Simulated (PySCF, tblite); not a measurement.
# C4H8F radical: geometry, infrared bands and EPR parameters

Aim: predict the infrared bands and EPR parameters of C4H8F radical (`C[C](C)CF`).

The runs use tblite 0.8.0 and PySCF 2.14.0, with density-fitted response routines of our own; the level of theory stands in each step. All values are computed, except where a source is named. Atoms are numbered from 0 throughout.

### 1 Starting geometry

13 atoms, charge 0, multiplicity 2; geometry from: force field or distance geometry start.

Bonds of the start (Å): C0–C1 1.48, C1–C2 1.51, C1–C3 1.49, C3–F4 1.37, C0–H5 1.09, C0–H6 1.10, C0–H7 1.10, C2–H8 1.09, C2–H9 1.09, C2–H10 1.09, C3–H11 1.09, C3–H12 1.10.

### 2 Geometry optimisation with GFN2-xTB

What the job is given:

```
{"job": {"kind": "relax", "xc": "GFN2-xTB", "basis": "xTB"}, "charge": 0, "multiplicity": 2}
C     -0.239600     1.344500    -0.572600
C      0.053800    -0.062900    -0.220600
C      1.375600    -0.377600     0.442200
C     -1.081000    -0.993500     0.010000
F     -1.619900    -0.786500     1.254900
H      0.621900     1.834700    -1.014400
H     -1.056300     1.398300    -1.311200
H     -0.545000     1.915700     0.320100
H      1.344000    -0.107300     1.500000
H      2.174500     0.179900    -0.036100
H      1.599000    -1.441300     0.355200
H     -1.871600    -0.860700    -0.725200
H     -0.759800    -2.042900    -0.020100
```

Command:

```console
> OMP_NUM_THREADS=1 python probes_run.py task.json out
```

One launch serves the whole session: the jobs run in the order shown.

What it wrote:

```text
step      E/eV     max force
  0    -470.83846    0.967
  1    -470.87088    0.383
  2    -470.87773    0.156
  3    -470.88124    0.169
  4    -470.88331    0.159
  5    -470.88486    0.122
  6    -470.88557    0.067
  7    -470.88596    0.084
  8    -470.88644    0.086
  9    -470.88712    0.102
 10    -470.88787    0.121
 11    -470.88856    0.109
 12    -470.88917    0.088
 13    -470.88972    0.075
 14    -470.89024    0.079
 15    -470.89076    0.074
 16    -470.89126    0.075
 17    -470.89166    0.056
 18    -470.89189    0.032
 19    -470.89197    0.015
 20    -470.89199    0.009
```

Wall time 0.12 s (1 thread of Arm Neoverse N1, shared host).

Relaxation path:

| step | energy from step 0 (eV) | largest force (eV/Å) |
| --- | --- | --- |
| 0 | 0.0000 | 0.9669 |
| 1 | -0.0324 | 0.3825 |
| 2 | -0.0393 | 0.1557 |
| 3 | -0.0428 | 0.1690 |
| 4 | -0.0448 | 0.1591 |
| 5 | -0.0464 | 0.1224 |
| 6 | -0.0471 | 0.0671 |
| 7 | -0.0475 | 0.0837 |
| 8 | -0.0480 | 0.0861 |
| 9 | -0.0487 | 0.1018 |
| 10 | -0.0494 | 0.1209 |
| 11 | -0.0501 | 0.1088 |
| 12 | -0.0507 | 0.0883 |
| 13 | -0.0513 | 0.0746 |
| 14 | -0.0518 | 0.0793 |
| 15 | -0.0523 | 0.0738 |
| 16 | -0.0528 | 0.0749 |
| 17 | -0.0532 | 0.0560 |
| 18 | -0.0534 | 0.0318 |
| 19 | -0.0535 | 0.0154 |
| 20 | -0.0535 | 0.0091 |

Close pairs (by a distance rule), those that changed most:

| bond | before (Å) | after (Å) | change (Å) |
| --- | --- | --- | --- |
| C3–F4 | 1.372 | 1.412 | +0.040 |
| C1–C2 | 1.512 | 1.484 | -0.028 |
| C0–H6 | 1.102 | 1.089 | -0.013 |
| C1–C3 | 1.486 | 1.477 | -0.009 |
| C3–H11 | 1.088 | 1.095 | +0.007 |
| C0–H7 | 1.103 | 1.097 | -0.006 |
| C2–H8 | 1.092 | 1.097 | +0.005 |
| C0–H5 | 1.085 | 1.089 | +0.004 |

The end geometry stands in the next job.

### 3 Harmonic vibrations with GFN2-xTB

What the job is given:

```
{"job": {"kind": "ir", "xc": "GFN2-xTB", "basis": "xTB"}, "charge": 0, "multiplicity": 2}
C     -0.241471     1.348548    -0.579899
C      0.049449    -0.041683    -0.151329
C      1.372348    -0.375082     0.431526
C     -1.068178    -0.993203     0.009788
F     -1.701128    -0.848030     1.263731
H      0.643059     1.818979    -1.006563
H     -1.048899     1.373014    -1.310793
H     -0.560153     1.963021     0.271330
H      1.400745    -0.137197     1.502227
H      2.165302     0.195500    -0.049356
H      1.586838    -1.438827     0.335318
H     -1.866132    -0.828069    -0.721607
H     -0.736167    -2.036485    -0.012102
```

What it wrote:

```text
mode    cm-1     km/mol
  1      40.5      0.11
  2      44.8      5.10
  3      72.6      1.78
  4     172.9      7.81
  5     357.8      1.29
  6     374.4      0.83
  7     485.0     11.54
  8     820.0     11.62
  9     825.0    112.85
 10     934.0      3.58
 11     947.6      0.02
 12    1003.2      0.09
 13    1018.9      9.91
 14    1041.8      6.46
 15    1193.6      0.01
 16    1291.5     10.38
 17    1300.0      5.79
 18    1322.8     46.46
 19    1388.1     13.27
 20    1400.1      5.75
 21    1433.6      0.07
 22    1460.3      0.41
 23    1467.2      1.56
 24    1474.1      6.57
 25    1475.7      8.06
 26    2890.2      3.64
 27    2893.8     29.09
 28    2934.2     33.52
 29    2936.8     34.35
 30    3008.7      8.94
 31    3009.1     41.16
 32    3013.0      6.03
 33    3018.2     64.16
```

It took 0.33 s on 1 thread of Arm Neoverse N1, shared host.

Which atoms move in the most intense modes:

| cm⁻¹ | km/mol | atoms |
| --- | --- | --- |
| 825 | 112.8 | C3 61 %, F4 37 % |
| 1323 | 46.5 | C1 56 % |
| 1388 | 13.3 | H8 16 %, H7 16 %, H9 13 %, H5 13 % |
| 2894 | 29.1 | H7 48 %, H8 44 % |
| 2934 | 33.5 | H12 60 %, H11 36 % |
| 2937 | 34.4 | H11 58 %, H12 33 % |
| 3009 | 41.2 | H6 44 %, H10 31 %, H5 12 % |
| 3018 | 64.2 | H9 46 %, H5 35 % |

### 4 g tensor and hyperfine couplings: B3LYP/pcH-1

Settings changed since step 3:

```diff
@@ -1,2 +1,2 @@
-{"job": {"kind": "ir", "xc": "GFN2-xTB", "basis": "xTB"}, "charge": 0, "multiplicity": 2}
+{"job": {"kind": "epr", "basis": "pcH-1"}, "charge": 0, "multiplicity": 2}
 C     -0.241471     1.348548    -0.579899
```

With the program's defaults for keys left out, this is: UKS B3LYP, pcH-1 on C F H, non-relativistic, mean-field spin-orbit, GIAO.

What it wrote:

```text
UKS, coarse grid
  cycle   1  E = -256.98399047  |g| = 4.17e-01
  cycle   2  E = -256.93220024  |g| = 6.10e-01
  cycle   3  E = -257.05012483  |g| = 6.34e-02
  cycle   4  E = -257.05144136  |g| = 3.11e-02
  cycle   5  E = -257.05188038  |g| = 4.80e-03
  cycle   6  E = -257.05189412  |g| = 2.39e-03
  cycle   7  E = -257.05189651  |g| = 8.16e-04
UKS, final grid
  cycle   1  E = -257.05192546  |g| = 8.40e-04
  cycle   2  E = -257.05192534  |g| = 1.01e-03
  cycle   3  E = -257.05192578  |g| = 9.41e-05
  cycle   4  E = -257.05192578  |g| = 5.51e-05
  cycle   5  E = -257.05192579  |g| = 1.83e-05
E = -257.05192579 Eh   <S^2> = 0.7538 (exact 0.7500)
g shifts (ppm)      1          2          3
  rmc          -159       -159       -159
  gc              2         59         35
  oz_so          -3        214        624
  total        -160        113        501
hyperfine (MHz)  atom isotope    a_iso     a_fc   dipolar eigenvalues
    0   13C     -30.81     -30.81     -2.15     -0.26      2.40
    1   13C     101.44     101.44    -77.65    -77.51    155.16
    2   13C     -30.79     -30.79     -2.15     -0.25      2.40
    3   13C      -9.56      -9.56     -2.01      0.35      1.67
    4   19F     315.48     315.48   -118.23   -112.22    230.45
    5    1H      34.09      34.09     -4.62     -4.09      8.71
    6    1H      33.07      33.07     -4.79     -4.21      9.00
    7    1H     143.36     143.36     -5.11     -2.82      7.93
    8    1H     143.29     143.29     -5.11     -2.82      7.93
    9    1H      33.55      33.55     -4.62     -4.09      8.71
   10    1H      33.59      33.59     -4.79     -4.21      9.00
   11    1H      12.97      12.97     -6.51     -3.23      9.74
   12    1H      12.86      12.86     -6.50     -3.23      9.73
```

It took 42 s on 1 thread of Arm Neoverse N1, shared host; peak memory 0.74 GiB.

Principal g values 2.00216, 2.00243, 2.00282; g(iso) = 2.00247, against 2.00232 for a free electron.

Hyperfine couplings; where a row names several nuclei, a(iso) is their mean (it holds for fast rotation or exchange) and the dipolar term the largest among them:

| nuclei | isotope | a(iso) (MHz) | a(iso) (G, at g = 2.0023) | largest dipolar term (MHz) |
| --- | --- | --- | --- | --- |
| F4 | 19F | 315.5 | 112.6 | 230.5 |
| C1 | 13C | 101.4 | 36.2 | 155.2 |
| H5, H6, H7, H8, H9, H10 | 1H | 70.2 | 25.0 | 9.0 |
| C0, C2 | 13C | -30.8 | -11.0 | 2.4 |
| H11, H12 | 1H | 12.9 | 4.6 | 9.7 |
| C3 | 13C | -9.6 | -3.4 | -2.0 |

Mulliken spin populations:

C0 -0.08; C1 0.94; C2 -0.08; C3 -0.02; F4 0.05; H5 0.01; H6 0.01; H7 0.06; H8 0.06; H9 0.01; H10 0.01; H11 0.01; H12 0.01

In first order the couplings over 0.8 MHz of 19F, 1H give 42 distinct lines over 272.0 G, if the averaged nuclei exchange fast; the same motion can average rows kept apart here too.

The fields below are evaluated on a grid from the run's orbitals.

ELF in a plane through or near 7 of the atoms.

Ten even steps from ' ' (0.00) to '@' (1.00):
```
                                                        
                                                        
                            ..                          
                      ..**%%%%##::                      
                      --@@@@@@@@**::                    
            ----::    ::@@@@@@@@##==--****++..          
        ..==@@@@@@==    ##@@@@@@####%%@@@@@@**..        
        --%%@@@@@@@@++  ..==**==--%%@@@@@@@@%%::        
        ..++@@@@@@@@##----**%%%%**##%%@@@@@@==          
          ..**%%%%==++####----##++::..::....            
          ..++##%%--==####----**++::::--::..            
        ..++@@@@@@@@##==--++%%%%**##%%@@@@@@++..        
        ::##@@@@@@@@**  ..--**==--%%@@@@@@@@%%--        
        ..++@@@@@@++    **@@@@@@##**%%@@@@@@**..        
            --==--    ..@@@@@@@@%%==--++**++..          
                      ::@@@@@@@@##::                    
                        ++##%%##--                      
                            ..                          
                                                        
                                                        
```
The map spans 9.1 Å across and 9.4 Å up, centred on the molecule. Atoms in the plane (x, y in Å): C1 (0.0, 0.0), H5 (1.7, 1.2), H6 (0.2, 2.1), H9 (1.8, -1.2), H10 (0.2, -2.1), H11 (-1.9, 0.9), H12 (-1.9, -0.9).

log10 of the density (e/Å³) in the same plane.

Values, 10 rows by 14 columns:
```
-4.0 -4.0 -4.0 -4.0 -4.0 -4.0 -4.0 -4.0 -4.0 -4.0 -4.0 -4.0 -4.0 -4.0
-4.0 -4.0 -4.0 -4.0 -4.0 -3.4 -2.7 -2.5 -2.6 -3.0 -3.6 -4.0 -4.0 -4.0
-4.0 -4.0 -3.8 -3.2 -3.0 -2.3 -1.3 -0.9 -1.2 -1.7 -2.3 -3.1 -3.9 -4.0
-4.0 -3.4 -2.5 -1.6 -1.2 -1.4 -0.7  0.2  0.0 -0.2 -0.8 -2.0 -3.0 -4.0
-4.0 -2.9 -1.9 -0.6  0.3 -0.2 -0.4  0.0  0.0 -0.2 -0.8 -1.9 -3.0 -4.0
-4.0 -2.9 -1.9 -0.6  0.2  0.2  0.1  0.3 -0.3 -0.8 -1.3 -2.2 -3.1 -4.0
-4.0 -3.1 -2.1 -0.8 -0.1 -0.7 -0.8 -0.1  0.2  0.2 -0.4 -1.7 -2.8 -4.0
-4.0 -3.8 -3.0 -2.3 -1.9 -1.9 -0.8  0.2 -0.3 -0.9 -1.5 -2.4 -3.3 -4.0
-4.0 -4.0 -4.0 -3.9 -3.5 -2.9 -2.0 -1.7 -1.9 -2.3 -2.9 -3.7 -4.0 -4.0
-4.0 -4.0 -4.0 -4.0 -4.0 -4.0 -3.8 -3.5 -3.6 -3.9 -4.0 -4.0 -4.0 -4.0
```
The map spans 9.1 Å across and 9.4 Å up, centred on the molecule. Atoms in the plane (x, y in Å): C1 (0.0, 0.0), H5 (1.7, 1.2), H6 (0.2, 2.1), H9 (1.8, -1.2), H10 (0.2, -2.1), H11 (-1.9, 0.9), H12 (-1.9, -0.9).

On the surface of density 0.002 e/bohr³ the electrostatic potential runs, from the 1st to the 99th percentile, from -1.29 V near F4 to 0.80 V near H12.

The spin density lies nearest to C1 66 %.

### 5 Outcome

```
                                                                  quantity                 value
                                 strongest single infrared mode (GFN2-xTB)  825 cm⁻¹, 113 km/mol
                                              zero-point energy (GFN2-xTB)         67.3 kcal/mol
                                                            g(iso) (B3LYP)               2.00247
                                                                      ⟨S²⟩    0.754 (exact 0.75)
                                        largest a(iso) (averaged by class)  19F on F4, 315.5 MHz
potential on the surface of density 0.002 e/bohr³, 1st and 99th percentile    -1.29 V and 0.80 V
```

What this shows: Relaxing lowered the energy by 0.054 eV in 20 steps; the close pair that moved most is C3–F4, from 1.372 to 1.412 Å. No mode is imaginary among the 33: a minimum at this level. The strongest single mode, at 825 cm⁻¹, moves mainly C3 and F4. GFN2-xTB is a fitted tight-binding method: band positions and strengths are rough. Its intensities can rank the bands wrongly. Most of the unpaired spin sits on C1 (0.94 e). The isotropic g lies 0.2 ppt above the free-electron value. These values are for one conformer; the search (at its own cheap level) found 1 more, at 0.16 kcal/mol, and measured spectra average over such forms.
